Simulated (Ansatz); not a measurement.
# C2H2F2 (vinylidene fluoride): PBE/aug-cc-pVDZ

Aim: the vertical ionisation energy of C2H2F2 (vinylidene fluoride) at PBE/aug-cc-pVDZ, from 2 runs. 

Program for the calculation: Ansatz 0.2.0.

47 further runs of the same task are left out: 47 set aside as unsound or not needed.

**1. The system as given**

The species is C2H2F2 (6 atoms), meant as a singlet with charge 0. SMILES: `C=C(F)F`. The coordinates come from a PBE0-D4/def2-TZVP relaxation.

Bond lengths: C1–C2 1.315 Å, C2–F3 1.313 Å, C2–F4 1.313 Å, C1–H5 1.079 Å, C1–H6 1.079 Å. Angles: C1–C2–F3 125.2°, C1–C2–F4 125.2°, F3–C2–F4 109.6°, C2–C1–H5 119.7°, C2–C1–H6 119.7°, H5–C1–H6 120.6°.

**2. A single-point energy at PBE/aug-cc-pVDZ**

Contents of in.yaml:

```yaml
crystal:
  periodic: [false, false, false]
  atoms:
    - symbol: C
      position_ang: [-0.115900, 0.471000, -0.544400]
    - symbol: C
      position_ang: [0.105000, -0.394600, 0.420100]
    - symbol: F
      position_ang: [-0.454900, -0.363600, 1.607600]
    - symbol: F
      position_ang: [0.919200, -1.422100, 0.343000]
    - symbol: H
      position_ang: [0.394200, 0.360600, -1.488400]
    - symbol: H
      position_ang: [-0.805600, 1.284800, -0.384200]
basis:
  gaussian: {orbitals: aug-cc-pVDZ}
accuracy: high
hamiltonian: {xc: pbe}
output: {orbitals: {seedname: orbitals}}
total_charge: 0
```

Launch:

```console
$ ansatz run in.yaml --threads 1 --pin off --max-ram 3480MiB --events-out events.jsonl --progress --plain --runs-dir runs
```

The log of the run:

```text
Warning: RAYON_NUM_THREADS=1 ignored (pool sized by the plan → 1); use --threads N
Functional definition: PBE
  name "PBE"
  parameter kappa = 0.804
  parameter beta = 0.06672455060314922
  exchange = pbe_x(kappa = kappa, mu = beta*pi^2/3)
  correlation = pbe_c(beta = beta)
2192 factors; integrals over basis functions are off by at most 3.1e-9 eV
mean field evaluation 1: about -7524.0073 eV, gradient 6.0e1 eV
mean field evaluation 2: about -7511.2156 eV, gradient 8.2e1 eV
mean field evaluation 4: about -7532.5150 eV, gradient 5.4e0 eV
mean field evaluation 8: about -7532.5752 eV, gradient 6.2e-1 eV
mean field evaluation 16: about -7532.5760 eV, gradient 1.0e-5 eV
mean field -7532.57596372 eV, -276.8170609034 hartree, gradient 3.1e-8 eV, S^2 0.000000; 0 other end points of the search recorded, 0 dependent functions left out
reference -7532.57597091 eV, -276.8170611677 hartree; 16, 16 occupied and 94, 94 virtual orbitals, 2192 factors
Total energy: -7532.57597091 eV, -276.8170611677 hartree
```

Run time: 7.2 s. Hardware: 1 thread of Arm Neoverse V1, shared host; peak memory 0.29 GiB.

**3. The doublet cation at the same level**

Contents of input.yaml:

```yaml
crystal:
  periodic: [false, false, false]
  atoms:
    - {symbol: C, position_ang: [-0.115900, 0.471000, -0.544400]}
    - {symbol: C, position_ang: [0.105000, -0.394600, 0.420100]}
    - {symbol: F, position_ang: [-0.454900, -0.363600, 1.607600]}
    - {symbol: F, position_ang: [0.919200, -1.422100, 0.343000]}
    - {symbol: H, position_ang: [0.394200, 0.360600, -1.488400]}
    - {symbol: H, position_ang: [-0.805600, 1.284800, -0.384200]}
basis:
  gaussian: {orbitals: aug-cc-pVDZ}
accuracy: high
total_charge: 1
magnetization: {spin_polarized: true, initial_magnetization: 1}
hamiltonian: {xc: {name: PBE}}
output: {orbitals: {seedname: orbitals}}
```

Launch:

```console
$ ansatz run input.yaml --threads 1 --pin off --max-ram 3480MiB --events-out events.jsonl --progress --plain --runs-dir runs
```

The log of the run:

```text
Warning: RAYON_NUM_THREADS=1 ignored (pool sized by the plan → 1); use --threads N
Functional definition: PBE
  name "PBE"
  parameter kappa = 0.804
  parameter beta = 0.06672455060314922
  exchange = pbe_x(kappa = kappa, mu = beta*pi^2/3)
  correlation = pbe_c(beta = beta)
2192 factors; integrals over basis functions are off by at most 3.1e-9 eV
mean field evaluation 1: about -7514.8769 eV, gradient 4.6e1 eV
mean field evaluation 2: about -7508.9374 eV, gradient 6.5e1 eV
mean field evaluation 4: about -7522.2481 eV, gradient 1.8e0 eV
mean field evaluation 8: about -7522.2636 eV, gradient 2.1e-2 eV
mean field evaluation 16: about -7522.2636 eV, gradient 9.5e-6 eV
mean field -7522.26363191 eV, -276.4380896994 hartree, gradient 3.0e-8 eV, S^2 0.751731; 0 other end points of the search recorded, 0 dependent functions left out
reference -7522.26363870 eV, -276.4380899490 hartree; 16, 15 occupied and 94, 95 virtual orbitals, 2192 factors
Total energy: -7522.26363870 eV, -276.4380899490 hartree
```

Run time: 11 s. Hardware: 1 thread of Arm Neoverse V1, shared host; peak memory 0.34 GiB.

**4. Results**

Level: PBE/aug-cc-pVDZ.

```
                                          quantity          value
                      singlet C2H2F2: total energy  -276.81706 Eh
                       singlet C2H2F2: HOMO energy       -6.48 eV
                       singlet C2H2F2: LUMO energy       -0.69 eV
                     singlet C2H2F2: HOMO–LUMO gap        5.79 eV
                      doublet cation: total energy  -276.43809 Eh
doublet cation: HOMO energy (highest over α and β)      -15.63 eV
 doublet cation: LUMO energy (lowest over α and β)      -14.13 eV
                              doublet cation: ⟨S²⟩          0.752
vertical ionisation energy (to the doublet cation)      10.312 eV
```

What this shows: The vertical ionisation energy comes to 10.31 eV (995 kJ/mol). The negative HOMO energy of the first species, 6.48 eV, lies 3.83 eV below that difference.
